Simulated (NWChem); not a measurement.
# Ionisation of Na (+1)

```xyz
1

Na     0.0000     0.0000     0.0000
```
Charge +1, spin multiplicity 1.

Everything below was run with NWChem.

Basis set: def2-TZVPD. −ε marks an orbital energy of the parent.

B3LYP has NWChem's definition, with VWN1-RPA local correlation.

Q: One of these methods gave a first vertical ionisation energy of 48.91 eV. Which?
A. −ε(HOMO) of B3LYP
B. −ε(HOMO) of BP86
C. −ε(HOMO) of HF
D. −ε(HOMO) of BHandHLYP

A: C, −ε(HOMO) of HF. The others give 43.20 (−ε(HOMO) of BHandHLYP), 39.28 (−ε(HOMO) of B3LYP), 36.44 (−ε(HOMO) of BP86).
